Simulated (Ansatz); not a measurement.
**C3H5Cl: up Jacob's ladder to CCSD(T)**

How much do the methods differ for C3H5Cl? The plan is to run it at one geometry with functionals of several rungs and with coupled cluster, and see how far each lands from CCSD(T) at the basis-set limit for the atomisation energy.

Method: functionals in def2-TZVPP, the program's frozen cores in correlated methods; program: Ansatz 0.2.0, Gaussian basis.

Plan: LDA (SPW92), PBE-D4, revPBE-D4, BLYP-D4, r2SCAN-D4, B97M-V, PBE0-D4, B3LYP-D4, r2SCANh-D4, r2SCAN0-D4, HSE06-D4, BHLYP-D4, CAM-B3LYP-D4, LC-ωPBE, ωB97X-V, ωB97M-V, B2PLYP, PBE-QIDH; CCSD(T)/def2-SVP; CCSD(T)/def2-TZVPP; MP2/def2-QZVPP; extrapolation to the limit; RPA on PBE.

### 1 The relaxed structure

All runs share one geometry, relaxed beforehand with PBE0-D4 in a triple-zeta def2 set.

SMILES `C/C=C\Cl`, 9 atoms, charge 0, spin multiplicity 1.

Atoms are counted from 1 here; the program's logs count them from 0.

Bond lengths: C1–C2 1.491 Å, C1–H5 1.094 Å, C1–H6 1.094 Å, C1–H7 1.090 Å, C2–C3 1.324 Å, C2–H8 1.086 Å, C3–Cl4 1.724 Å, C3–H9 1.081 Å. Angles: C2–C1–H5 111.1°, C2–C1–H6 111.0°, C2–C1–H7 111.4°, H5–C1–H6 106.7°, H5–C1–H7 108.3°, H6–C1–H7 108.3°, C1–C2–C3 125.6°, C1–C2–H8 118.6°, C3–C2–H8 115.8°, C2–C3–Cl4 122.8°, C2–C3–H9 123.8°, Cl4–C3–H9 113.4°.

### 2 LDA

This LDA is Slater exchange with PW92 correlation.

Contents of in.yaml:

```yaml
crystal:
  periodic: [false, false, false]
  atoms:
    - {symbol: C, position_ang: [-0.032110, 0.963734, -0.618222]}
    - {symbol: C, position_ang: [0.566177, -0.193845, 0.106879]}
    - {symbol: C, position_ang: [-0.109597, -1.142076, 0.737066]}
    - {symbol: Cl, position_ang: [-1.831574, -1.171197, 0.809167]}
    - {symbol: H, position_ang: [-0.690413, 0.625554, -1.423420]}
    - {symbol: H, position_ang: [-0.643944, 1.573628, 0.052431]}
    - {symbol: H, position_ang: [0.737846, 1.601045, -1.051915]}
    - {symbol: H, position_ang: [1.647916, -0.287199, 0.133625]}
    - {symbol: H, position_ang: [0.355700, -1.969664, 1.254400]}
basis:
  gaussian: {orbitals: def2-TZVPP}
hamiltonian: {xc: lda}
output: {orbitals: {seedname: orbitals}}
```

The run is started by

```sh
> ansatz run in.yaml --threads 4 --pin off --events-out ev --progress --plain --max-ram 10444MiB
```

After this run come: PBE-D4 (GGA); revPBE-D4 (GGA); BLYP-D4 (GGA); r2SCAN-D4 (meta-GGA); B97M-V (meta-GGA); B3LYP-D4 (hybrid); r2SCANh-D4 (hybrid); r2SCAN0-D4 (hybrid); HSE06-D4 (hybrid); BHLYP-D4 (hybrid); CAM-B3LYP-D4 (range-separated); LC-ωPBE (range-separated); ωB97X-V (range-separated); ωB97M-V (range-separated); B2PLYP (double hybrid); PBE-QIDH (double hybrid); CCSD(T) in def2-SVP; CCSD(T) in def2-TZVPP; MP2 in def2-QZVPP; RPA on PBE orbitals.

Q: Predict the results of all the runs planned. Wanted: atomisation energy, CCSD(T)/CBS; farthest beyond LDA; mean size of error, GGA; mean size of error, meta-GGA; mean size of error, hybrid; mean size of error, range-separated; mean size of error, double hybrid; gap, smallest and largest; T1 diagnostic.

The runs gave:

```
                               quantity                                                                                        value
        atomisation energy, CCSD(T)/CBS                                                                                3511.6 kJ/mol
 functionals within 17.6 kJ/mol (0.5 %)  revPBE-D4, BLYP-D4, B3LYP-D4, r2SCANh-D4, CAM-B3LYP-D4, LC-ωPBE, ωB97X-V, ωB97M-V, PBE-QIDH
                    farthest beyond LDA                                                                       PBE-D4 (+100.3 kJ/mol)
                mean size of error, GGA                                                                                  39.5 kJ/mol
           mean size of error, meta-GGA                                                                                  19.8 kJ/mol
             mean size of error, hybrid                                                                                  35.0 kJ/mol
    mean size of error, range-separated                                                                                   8.9 kJ/mol
      mean size of error, double hybrid                                                                                  16.5 kJ/mol
              gap, smallest and largest                                                    4.95 eV (LDA (SPW92)), 12.15 eV (LC-ωPBE)
                          T1 diagnostic                                                                                       0.0103
triples share of the correlation energy                                                                                        4.3 %
```

What this shows: LDA overbinds by 517.3 kJ/mol (15 %). PBE-D4 is off by +100.3 kJ/mol. Double hybrids carry the basis error of their MP2 part in triple zeta, and no dispersion term here, so their miss is partly the set-up's. The rungs range-separated, double hybrid miss on average by less than the doubt on the reference (17.6 kJ/mol), so they tie. Misses under about 17.6 kJ/mol are within the doubt on the reference itself, which lacks core-valence correlation, relativity and higher excitations. Hartree-Fock recovers 74 % of the binding; the rest is correlation. CCSD(T) in def2-SVP is off by -147.8 kJ/mol, so the small basis spoils what the method gains. Orbital gaps span 5.0 to 12.2 eV; exact exchange widens them.
